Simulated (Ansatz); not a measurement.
A nudged elastic band was laid between two geometries of CH5SSi (8 atoms, charge 0, multiplicity 2).

These are results of Ansatz, UKS PBE0/def2-SVP, not measurements.

```
movable images  : 5
climbing image  : yes
spring          : 5.0 eV/Å²
optimiser       : quadratic models (default)
start path      : through a guess of the saddle point
force threshold : 0.03 eV/Å
iteration limit : 60
end points      : relaxed
```

First end point:

```xyz
8
Properties=species:S:1:pos:R:3
Si -0.562 0.574 -1.027
C 0.653 0.130 0.356
S 0.950 -1.663 0.478
H -1.845 -0.176 -0.840
H -0.831 2.050 -1.077
H 0.338 0.544 1.330
H 1.637 0.572 0.131
H -0.339 -2.030 0.649
```

Last end point:

```xyz
8
Properties=species:S:1:pos:R:3
Si -0.790 0.980 -0.525
C 0.585 0.238 0.546
S 0.972 -1.467 0.018
H -2.035 0.156 -0.382
H -0.365 1.014 -1.959
H 0.357 0.272 1.622
H 1.517 0.805 0.396
H -0.241 -1.999 0.283
```

Q: Which bonds break or form, and what moves?

A: No bond is made or broken. The height of Si1 over the plane of its neighbours goes from 0.51 to -0.53 Å.

Q: What energy profile does the band end with?

A: The run converged. The highest image is number 2 of 0 to 6, 0.287 eV above the first end and 0.347 eV above the last; the last end lies 0.060 eV below the first. A vibrational analysis at the climbing image gives 2 clearly imaginary modes (653i, 44i cm⁻¹): a point of higher order, so a lower path passes nearby.

```json
{"image": "0", "path coordinate (Å)": "0.00", "energy (eV)": "0.000", "height of Si1 over the plane of its neighbours (Å)": "0.51"}
{"image": "1", "path coordinate (Å)": "0.77", "energy (eV)": "0.037", "height of Si1 over the plane of its neighbours (Å)": "0.49"}
{"image": "2", "path coordinate (Å)": "1.54", "energy (eV)": "0.287", "height of Si1 over the plane of its neighbours (Å)": "0.04"}
{"image": "3", "path coordinate (Å)": "1.80", "energy (eV)": "0.131", "height of Si1 over the plane of its neighbours (Å)": "-0.25"}
{"image": "4", "path coordinate (Å)": "2.06", "energy (eV)": "-0.005", "height of Si1 over the plane of its neighbours (Å)": "-0.43"}
{"image": "5", "path coordinate (Å)": "2.32", "energy (eV)": "-0.051", "height of Si1 over the plane of its neighbours (Å)": "-0.50"}
{"image": "6", "path coordinate (Å)": "2.58", "energy (eV)": "-0.060", "height of Si1 over the plane of its neighbours (Å)": "-0.53"}
```

Q: What is the geometry of the highest image?

A: 
```xyz
8
Properties=species:S:1:pos:R:3
Si -0.767 0.688 -0.719
C 0.558 0.136 0.498
S 1.161 -1.581 0.275
H -2.174 0.283 -0.493
H -0.431 1.604 -1.833
H 0.245 0.292 1.542
H 1.446 0.768 0.338
H -0.038 -2.190 0.392
```

Time of the run: 110 s on 2 threads of Arm Neoverse V1 (shared host), peak memory 0.19 GiB.
